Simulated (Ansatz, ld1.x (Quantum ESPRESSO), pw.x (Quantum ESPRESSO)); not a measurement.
## Ag: does the TM potential hold in the solid?

silver (Ag), norm-conserving Troullier–Martins (Kleinman–Bylander form), made with ld1.x (Quantum ESPRESSO) 7.5 (LDA (PW92), scalar-relativistic). Core [Kr], reference 4d10 5s1 5p0. Waves: 5s (bound): rc 2.10 bohr; 5p (bound, empty): rc 3.70 bohr; 4d (bound): rc 2.38 bohr. Local part: all-electron potential smoothed inside 2.10 bohr (lloc = -2). Core correction: a·sin(br)/r model core inside 1.30 bohr.

Atomic tests: cutoffs needed: 45 Ry and 70 Ry (the cutoffs (Ry, on a coarse ladder) from which the occupation-weighted sum of valence levels, in a spherical-Bessel basis at the reference potential, stays within 10 and 1 mRy of its value at 400 Ry); ghost test: no extra level below or beside the all-electron valence levels (s, p, d, f tested) (spherical-Bessel basis up to 400 Ry, 20 bohr box); largest excitation error: -314 meV (all-electron minus pseudo) for 4d8 5s0 5p0, out of 7 test configurations.

Crystal test: bcc Ag in pw.x 7.5, no spin, 14³ k-points, Fermi–Dirac smearing 0.01 Ry, cutoffs 85/340 Ry. The reference is all-electron LAPW (Ansatz 0.2.0) with the same functional, mesh and smearing; V0 and B0 come from Birch–Murnaghan fits to the pressures at five volumes. Errors are pseudo minus all-electron; Δ is the rms difference of the E(V) curves that follow from these fits, minima aligned, over ±6 % about the mean V0. Mesh and smearing are coarse, so the numbers serve the comparison and aren't converged zero-temperature values; the lattice is a test structure that the element need not adopt.

```
V (Å³/atom)  P all-electron (GPa)  P pseudo (GPa)
     15.388                  7.14           10.07
     15.793                  2.93            5.50
     16.198                 -0.64            1.62
     16.603                 -3.65           -1.67
     17.008                 -6.19           -4.45
```

All-electron: a0 = 3.183 Å (V0 = 16.12 Å³/atom), B0 = 134.5 GPa.

Pseudopotential: mean pressure error (GPa): +2.29; a0 (Å): 3.200; a0 error (%): +0.55; B0 error (%): -0.7; Δ (meV/atom): 8.0. The largest radius (3.70 bohr) exceeds half the bond length (2.61 bohr), so the spheres overlap, which is one possible source of error among others. This is a poor potential for the solid.

Question: At the middle volume, how do free energy and pressure move when the wave cutoff is lowered (ecutrho kept at four times it)?

Answer:

| cutoff (Ry) | shift of F (meV/atom) | shift of P (GPa) |
| --- | --- | --- |
| 38 | +521.1 | -41.69 |
| 51 | +22.0 | +0.04 |
| 68 | +11.8 | -0.26 |

The run at the middle volume (104 k-points, 7 iterations) took about 15 s on one core of a shared host (Neoverse-V1, 32 threads, 247 GiB, load 17).
